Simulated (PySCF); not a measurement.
NMR data simulated for an unnamed compound:

1H NMR (600 MHz, computed): δ 4.63 (br, 1H), 4.41 (br, 1H), 1.87 (d, J = 1.0 Hz, 3H).

13C{1H} NMR (computed): δ 169.1 (C), 23.1 (CH3).

Theory: PBE0/pcSseg-1 with gauge-including orbitals, GFN2-xTB structure, J: B3LYP/pcJ-1, in PySCF 2.14 (non-relativistic Hamiltonian, averaged over atoms made equivalent by symmetry, fast rotation or ring inversion, a single conformation, no solvent model).

Chemical shifts δ = σref − σ; 1H (σref 31.72) and 13C (σref 186.93) vs TMS, all at this level.

Q: Which of these does the molecule contain: an amide, a CF3 group, a tert-butyl group, a Si–H bond, an NH or NH2 group?

A: 
- An amide: yes (δC 169.1).
- A CF3 group: no.
- A tert-butyl group: no.
- A Si–H bond: no.
- An NH or NH2 group: yes (δH 4.41 (br), 4.63 (br)).

The data belong to `CC(N)=O`, C2H5NO; they needn't prove each group on their own.

Carbon signals by region: 1 in the far downfield region (above 160 ppm), 1 below 50 ppm. Above 160 ppm: 169.1, amide carbonyl carbon.

Exchangeable OH/NH protons stand at their gas-phase positions; hydrogen bonding in a real sample shifts them, mostly to higher δ. The two substituents on the amide-type nitrogen aren't averaged: C–N rotation is slow on the NMR time scale. Splittings below 1 Hz are ignored in the labels, and close J values are merged. Shifts are as computed. Against solution values, carbons near 30 ppm lie about +3 ppm off and those near 130 ppm about +5 ppm. Of 1211 compounds with measured shifts, 218 miss one by over three times the rms of a fit or turn the order of signals round; such compounds aren't used in these exercises. The C=O carbon of an acid or of an amide with N–H lies up to 10 ppm further downfield in solution, through hydrogen bonding that the calculation lacks.
